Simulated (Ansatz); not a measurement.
hcp Ti, treated with PBE in Ansatz (plane waves, PAW).

Run with plane-wave cutoff 520 eV, 18×18×8 k mesh (along the axes of the cell as run), Fermi–Dirac smearing 0.1 eV, perturbation theory, no spin polarisation, scalar-relativistic PAW data made under PBE.

The cell has the measured lattice parameters. Conventional cell: a = 2.9505 Å, b = 2.9505 Å, c = 4.6833 Å, α = 90.00°, β = 90.00°, γ = 120.00°.

Harmonic phonon frequencies (cm⁻¹; i marks an imaginary mode):

| q point | frequencies |
|---|---|
| Γ | 0 0 0 123 123 179 |
| M | 101 110 203 219 221 236 |
| K | (withheld) |
| A | 90 90 90 90 182 182 |

**Question.** Fill in the missing entries.

**Answer.** 
- K, frequencies: 166 166 186 186 214 269

No imaginary mode appears at these points.

Note: the cell isn't this level's own, so it is under some stress, which shifts stiffness and frequencies.

Ansatz is a first-principles code.
